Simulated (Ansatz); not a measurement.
# C₃H₃F (SMILES C#CCF): functionals against CCSD(T) at one geometry

Aim: energy, forces and dipole at a structure displaced at random from a GFN2-xTB minimum, from CCSD(T) and from density functionals.

The runs use Ansatz 0.2.0, Gaussian basis; single points in def2-TZVPP.

Correlated methods freeze the cores.

**1. Where the work starts**

SMILES `C#CCF`, 7 atoms, charge 0, spin multiplicity 1.

Atoms are counted from 1 here; the program's logs count them from 0.

Bond lengths: C1–C2 1.294 Å, C1–H5 0.972 Å, C2–C3 1.558 Å, C3–H6 1.031 Å, C3–H7 1.173 Å. Angles: C2–C1–H5 161.9°, C1–C2–C3 166.4°, C2–C3–H6 110.1°, C2–C3–H7 100.8°, H6–C3–H7 125.7°.

Coordinates:

```
C    -1.2576    0.9624   -0.9099
C    -0.2176    0.4016   -0.3832
C     0.7878   -0.4074    0.4905
F     0.1375   -1.7335    0.8343
H    -1.8260    1.4885   -1.4978
H     1.6750   -0.5372   -0.0190
H     0.6650    0.1320    1.5246
```

**2. CCSD(T)/def2-TZVPP**

Input file run/in.yaml:

```yaml
crystal:
  periodic: [false, false, false]
  atoms:
    - {symbol: C, position_ang: [-1.257600, 0.962400, -0.909900]}
    - {symbol: C, position_ang: [-0.217600, 0.401600, -0.383200]}
    - {symbol: C, position_ang: [0.787800, -0.407400, 0.490500]}
    - {symbol: F, position_ang: [0.137500, -1.733500, 0.834300]}
    - {symbol: H, position_ang: [-1.826000, 1.488500, -1.497800]}
    - {symbol: H, position_ang: [1.675000, -0.537200, -0.019000]}
    - {symbol: H, position_ang: [0.665000, 0.132000, 1.524600]}
basis:
  gaussian: {orbitals: def2-TZVPP}
correlation: {method: ccsd_t}
output: {forces: true}
```

The command line of these runs was not kept.

**3. PBE0-D4/def2-TZVPP**

run/in.yaml: that of step 2 with these lines changed.

```diff
@@ -12,3 +12,3 @@
   gaussian: {orbitals: def2-TZVPP}
-correlation: {method: ccsd_t}
-output: {forces: true}
+hamiltonian: {xc: pbe0, dispersion: d4}
+output: {forces: true, orbitals: {seedname: orbitals}}
```

**4. wB97M-V/def2-TZVPP**

run/in.yaml: that of step 3 with these lines changed.

```diff
@@ -12,3 +12,3 @@
   gaussian: {orbitals: def2-TZVPP}
-hamiltonian: {xc: pbe0, dispersion: d4}
-output: {forces: true, orbitals: {seedname: orbitals}}
+hamiltonian: {xc: {name: wB97M-V}}
+output: {forces: true}
```

**5. r2SCAN-D4/def2-TZVPP**

run/in.yaml: that of step 4 with these lines changed.

```diff
@@ -12,3 +12,3 @@
   gaussian: {orbitals: def2-TZVPP}
-hamiltonian: {xc: {name: wB97M-V}}
+hamiltonian: {xc: r2scan, dispersion: d4}
 output: {forces: true}
```

**6. PBE-D4/def2-TZVPP**

run/in.yaml: that of step 5 with these lines changed.

```diff
@@ -12,3 +12,3 @@
   gaussian: {orbitals: def2-TZVPP}
-hamiltonian: {xc: r2scan, dispersion: d4}
+hamiltonian: {xc: pbe, dispersion: d4}
 output: {forces: true}
```

**7. SPW92/def2-TZVPP**

run/in.yaml: that of step 6 with these lines changed.

```diff
@@ -12,3 +12,3 @@
   gaussian: {orbitals: def2-TZVPP}
-hamiltonian: {xc: pbe, dispersion: d4}
+hamiltonian: {xc: lda}
 output: {forces: true}
```

**8. r2SCAN0-D4/def2-TZVPP**

run/in.yaml: that of step 7 with these lines changed.

```diff
@@ -12,3 +12,3 @@
   gaussian: {orbitals: def2-TZVPP}
-hamiltonian: {xc: lda}
+hamiltonian: {xc: {name: r2SCAN0}, dispersion: d4}
 output: {forces: true}
```

(Steps that only read results are left out.)

What does the calculation give? Wanted: energy less free atoms, CCSD(T)/def2-TZVPP; RMS force component; RMS force error; HOMO and LUMO, PBE0-D4; T1 diagnostic.

**Answer**, as computed:

| quantity | value |
| --- | --- |
| energy less free atoms, CCSD(T)/def2-TZVPP | -2754.4 kJ/mol |
| RMS force component | 3.292 to 3.705 eV/Å over the methods |
| RMS force error | PBE0-D4 0.405, wB97M-V 0.494, r2SCAN-D4 0.288, PBE-D4 0.241, SPW92 0.342, r2SCAN0-D4 0.520 eV/Å |
| HOMO and LUMO, PBE0-D4 | -8.05 and -1.01 eV |
| T1 diagnostic | 0.015 |

**Reading.** Against CCSD(T) the functionals' energies less atoms differ by -547.3 to +5.5 kJ/mol, PBE-D4 by -191.4 kJ/mol. The reference is not at the basis limit: in triple zeta CCSD(T) underbinds, which counts against methods that bind more; the gaps are no ranking. For forces PBE-D4 does best and r2SCAN0-D4 worst. Frozen-core CCSD(T) forces in triple zeta carry basis errors of their own, and this is one geometry, so small gaps rank nothing. The restricted Hartree–Fock reference is unstable towards an unrestricted one at one or more of these structures.
